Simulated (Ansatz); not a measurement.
## BH2F− (SMILES [BH2-]F): the energy, rung by rung

BH2F− has 4 atoms, charge -1, and is taken as a doublet. As SMILES, `[BH2-]F`. The coordinates come from a GFN2-xTB relaxation.

```xyz
4

B    -0.0863    0.3044    0.1024
F     1.0319   -0.4688    0.7330
H    -1.1403   -0.3337    0.2562
H     0.1948    0.4981   -1.0915
```

Each level gives the energy change with the B1–H4 bond stretched from 1.242 to 1.863 Å (eV). The values are calculated.

| level | kind | program | value (eV) | less FCI/STO-3G |
| --- | --- | --- | --- | --- |
| UHF/STO-3G | Hartree–Fock | Ansatz | 2.80 | +0.59 |
| USVWN5/STO-3G | LDA | Ansatz | 2.06 | -0.15 |
| UPBE/STO-3G | GGA | Ansatz | 1.89 | -0.32 |
| UPBE0/STO-3G | global hybrid | Ansatz | 2.22 | +0.01 |
| U-wB97X/STO-3G | range-separated hybrid | Ansatz | 2.27 | +0.06 |
| UCAM-B3LYP/STO-3G | range-separated hybrid | Ansatz | 2.24 | +0.03 |
| UHSE06/STO-3G | range-separated hybrid | Ansatz | 2.22 | +0.01 |
| UCCSD(T)/STO-3G | coupled cluster or CI | Ansatz | 2.22 | +0.01 |
| FCI/STO-3G | exact in the basis | Ansatz | 2.21 | 0.00 |

FCI/STO-3G is exact within its basis and frozen core, so for wave-function methods in that basis the difference is their error; functionals converge differently with the basis, so for them it is only a difference. Sets without diffuse functions describe the anion poorly. The first shape isn't each level's own minimum. The values span 1.89 to 2.80 eV. All rows use very small basis sets, so even the best lies far from the true value.
